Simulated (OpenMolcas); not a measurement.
# H2S2 (SMILES SS) at HF/ANO-R1 (DKH1)

What is the vertical singlet–triplet gap of H2S2 at HF/ANO-R1 (DKH1)? 

Program for the calculation: OpenMolcas 26.06.

## (1) Starting point

The species is H2S2 (4 atoms), meant as a singlet with charge 0. As SMILES, `SS`. The shape is that of a PBE0-D4/def2-TZVP optimisation.

Bond lengths: S1–S2 2.046 Å, S1–H3 1.347 Å, S2–H4 1.347 Å. Angles: S1–S2–H4 98.6°, S2–S1–H3 98.6°.

## (2) The energy at HF/ANO-R1 (DKH1)

Input file job.input:

```
>>> EXPORT MOLCAS_PRINT=2

&GATEWAY
  Coord
  4
  bohr
  S      1.48245235    -1.49139075     0.31499845
  S      0.11379931     2.11944123     0.12729195
  H     -0.42598206    -2.55602466     1.61926852
  H     -1.17028849     1.92799308    -2.06159672
  Basis = ANO-R1
  Group = NoSym

&SEWARD
  Relativistic = R01O00
  Expert

&SCF
  PrOrbitals = 1 1
```

Launch:

```
$ export MOLCAS_MEM=1860
$ pymolcas job.input > job.log
```

Log:

```text
--- Start Module: gateway ---
[...]
--- Stop Module: gateway /rc=_RC_ALL_IS_WELL_ ---
--- Start Module: seward ---
[...]
 ###    WARNING:  EXPERT option is ON!                                       ###
 ###############################################################################
               SEWARD will generate:
[...]
      Basis functions           46
--- Stop Module: seward /rc=_RC_ALL_IS_WELL_ ---
[...]
--- Start Module: scf ---
[...]
       Convergence after  11 Iterations
[...]
::    Total SCF energy                               -798.7977059262
[...]
      Total spin, S                                     0.0000000000
[...]
      Total electronic charge=   34.000000
      Total            charge=   -0.000000
[...]
      Dipole Moment (debye):
      Origin of the operator (angstrom)=    0.3965    0.1560    0.1099
                   X= -1.1835E+00               Y= -4.6564E-01               Z= -3.2793E-01           Total=  1.3134E+00
      Quadrupole Moment (debye*angstrom):
[...]
--- Stop Module: scf /rc=_RC_ALL_IS_WELL_ ---
[...]
```

Wall time 2.9 s (1 thread of Arm Neoverse V2, shared host); peak memory 0.38 GiB.

## (3) The triplet, same level

job.input, as its differences from that of step 2:

```diff
@@ -1,3 +1 @@
->>> EXPORT MOLCAS_PRINT=2
-
 &GATEWAY
@@ -18,2 +16,4 @@
 &SCF
+  UHF
+  Spin = 3
   PrOrbitals = 1 1
```

Launch:

```
$ export MOLCAS_MEM=1860
$ pymolcas job.input > job.log
```

Log:

```text
--- Start Module: gateway ---
[...]
--- Stop Module: gateway /rc=_RC_ALL_IS_WELL_ ---
--- Start Module: seward ---
[...]
 ###    WARNING:  EXPERT option is ON!                                       ###
 ###############################################################################
               SEWARD will generate:
[...]
      Basis functions           46
--- Stop Module: seward /rc=_RC_ALL_IS_WELL_ ---
[...]
--- Start Module: scf ---
[...]
       Convergence after  23 Iterations
[...]
::    Total SCF energy                               -798.6319876995
[...]
      Total spin, S                                     1.0123526756
[...]
      Total electronic charge=   34.000000
      Total            charge=   -0.000000
[...]
      Dipole Moment (debye):
      Origin of the operator (angstrom)=    0.3965    0.1560    0.1099
                   X= -1.5207E+00               Y= -5.9831E-01               Z= -4.2137E-01           Total=  1.6876E+00
      Quadrupole Moment (debye*angstrom):
[...]
--- Stop Module: scf /rc=_RC_ALL_IS_WELL_ ---
[...]
```

Run time: 3.6 s. Hardware: 1 thread of Arm Neoverse V2, shared host; peak memory 0.38 GiB.

## (4) Summary of results

At HF/ANO-R1 (DKH1):

```
                                        quantity          value
                           singlet: total energy  -798.79771 Eh
                          singlet: dipole moment         1.31 D
                            singlet: HOMO energy      -10.18 eV
                            singlet: LUMO energy        2.53 eV
                          singlet: HOMO–LUMO gap       12.71 eV
                           triplet: total energy  -798.63199 Eh
                          triplet: dipole moment         1.69 D
     triplet: HOMO energy (highest over α and β)       -5.65 eV
      triplet: LUMO energy (lowest over α and β)       -1.05 eV
                                   triplet: ⟨S²⟩          2.037
vertical energy of the triplet above the singlet       4.509 eV
```

In words: At this shape the triplet lies 4.51 eV (104 kcal/mol) above the singlet.
